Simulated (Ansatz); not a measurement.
# C₄H₈Cl₂: up Jacob's ladder to CCSD(T)

How much do the methods differ for C₄H₈Cl₂? The plan is to run it at one geometry with functionals of several rungs and with coupled cluster. The yardstick is the atomisation energy at the CCSD(T) limit.

The runs use Ansatz 0.2.0, Gaussian basis; functionals in def2-TZVPP, the program's frozen cores in correlated methods.

Levels to be run: PBE-D4, r2SCAN-D4, PBE0-D4, B3LYP-D4, ωB97X-V, ωB97M-V, B2PLYP; CCSD(T)/def2-TZVPP; MP2/def2-QZVPP; extrapolation to the limit.

1 further run of the same task is left out (set aside as unsound or not needed).

**1. The geometry**

An earlier PBE0-D4 in a triple-zeta def2 set relaxation fixed the geometry.

14 atoms, charge 0, spin multiplicity 1.

Atoms are counted from 1 here; the program's logs count them from 0.

Bond lengths: C1–C2 1.517 Å, C1–H7 1.091 Å, C1–H8 1.091 Å, C1–H9 1.093 Å, C2–C3 1.513 Å, C2–H10 1.095 Å, C2–H11 1.095 Å, C3–Cl4 1.800 Å, C3–C5 1.514 Å, C3–H12 1.092 Å, C5–Cl6 1.784 Å, C5–H13 1.088 Å, C5–H14 1.090 Å. Angles: C2–C1–H7 110.7°, C2–C1–H8 111.3°, C2–C1–H9 111.0°, H7–C1–H8 108.0°, H7–C1–H9 107.7°, H8–C1–H9 108.0°, C1–C2–C3 113.9°, C1–C2–H10 109.9°, C1–C2–H11 110.6°, C3–C2–H10 106.8°, C3–C2–H11 108.5°, H10–C2–H11 106.9°, C2–C3–Cl4 110.5°, C2–C3–C5 114.2°, C2–C3–H12 110.8°, Cl4–C3–C5 105.9°, Cl4–C3–H12 105.4°, C5–C3–H12 109.6° and more.

**2. PBE-D4 (GGA)**

in.yaml reads:

```yaml
crystal:
  periodic: [false, false, false]
  atoms:
    - {symbol: C, position_ang: [0.293901, -0.207874, 1.928953]}
    - {symbol: C, position_ang: [0.543987, 0.234208, 0.499899]}
    - {symbol: C, position_ang: [-0.479459, -0.280927, -0.488164]}
    - {symbol: Cl, position_ang: [-0.380089, -2.073518, -0.620135]}
    - {symbol: C, position_ang: [-0.306093, 0.248483, -1.895670]}
    - {symbol: Cl, position_ang: [-0.636306, 2.000413, -1.959489]}
    - {symbol: H, position_ang: [1.043758, 0.215021, 2.599844]}
    - {symbol: H, position_ang: [0.333149, -1.294654, 2.020879]}
    - {symbol: H, position_ang: [-0.688071, 0.124543, 2.276329]}
    - {symbol: H, position_ang: [0.521176, 1.326816, 0.438180]}
    - {symbol: H, position_ang: [1.538022, -0.081913, 0.166983]}
    - {symbol: H, position_ang: [-1.493040, -0.072417, -0.140256]}
    - {symbol: H, position_ang: [-1.003776, -0.230949, -2.578406]}
    - {symbol: H, position_ang: [0.712851, 0.092768, -2.248948]}
basis:
  gaussian: {orbitals: def2-TZVPP}
hamiltonian: {xc: pbe, dispersion: d4}
output: {forces: true, orbitals: {seedname: orbitals}}
```

Command:

```
$ ansatz run in.yaml --threads 2 --pin off --events-out ev --progress --plain --max-ram 32768MiB --backend cuda --devices 0, --max-vram 18GiB
```

The runs that follow: r2SCAN-D4 (meta-GGA); PBE0-D4 (hybrid); B3LYP-D4 (hybrid); ωB97X-V (range-separated); ωB97M-V (range-separated); B2PLYP (double hybrid); CCSD(T) in def2-TZVPP; MP2 in def2-QZVPP.

**Question.** What will the summary of the whole plan be? Wanted: atomisation energy, CCSD(T)/CBS; farthest; mean size of error, hybrid; mean size of error, range-separated; gap, smallest and largest; T1 diagnostic; triples share of the correlation energy.

As calculated:

| quantity | value |
| --- | --- |
| atomisation energy, CCSD(T)/CBS | 5282.0 kJ/mol |
| functionals within 26.4 kJ/mol (0.5 %) | r2SCAN-D4, B3LYP-D4, ωB97X-V, ωB97M-V |
| farthest | PBE-D4 (+116.4 kJ/mol) |
| mean size of error, hybrid | 32.4 kJ/mol |
| mean size of error, range-separated | 13.7 kJ/mol |
| gap, smallest and largest | 6.28 eV (PBE-D4), 13.63 eV (ωB97X-V) |
| T1 diagnostic | 0.0089 |
| triples share of the correlation energy | 4.1 % |

PBE-D4 misses by +116.4 kJ/mol. Double hybrids carry the basis error of their MP2 part in triple zeta, and no dispersion term here, so their miss is partly the set-up's. The reference freezes the cores and leaves out relativity and excitations past (T), so misses under about 26.4 kJ/mol can't be ranked. Hartree-Fock recovers 74 % of the binding; the rest is correlation. The gap grows from 6.3 to 13.6 eV across the functionals, mostly with the share of exact exchange.
